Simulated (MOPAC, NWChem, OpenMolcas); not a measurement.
# A ladder of methods for BNH3F (SMILES NBF)

The species is BNH3F (6 atoms), meant as a singlet with charge 0. As SMILES, `NBF`. The shape is that of a PBE0-D4/def2-TZVP optimisation.

```xyz
6

N    -0.4264    0.1011   -0.5821
B     0.4157   -0.1517    0.4938
F     0.4467    0.7104    1.5159
H    -0.4878   -0.5133   -1.3734
H    -1.0220    0.9107   -0.6322
H     1.1157   -1.1212    0.5318
```

Each level gives the dipole moment (D). The values are calculated.

```csv
level,kind,program,value (D)
AM1,semi-empirical,MOPAC,2.04
MNDO,semi-empirical,MOPAC,2.52
PM6,semi-empirical,MOPAC,2.84
PM7,semi-empirical,MOPAC,3.23
HF/ANO-RCC-MB (DKH2),Hartree–Fock,OpenMolcas,2.81
SVWN5/STO-3G,LDA,NWChem,1.97
SVWN5/3-21G,LDA,NWChem,2.72
SVWN5/6-31G,LDA,NWChem,2.78
SVWN5/6-31G* (spherical functions),LDA,NWChem,2.47
SVWN5/6-31G** (spherical functions),LDA,NWChem,2.45
```

The values span 1.97 to 3.23 D. Sets without polarisation functions give poor dipoles.
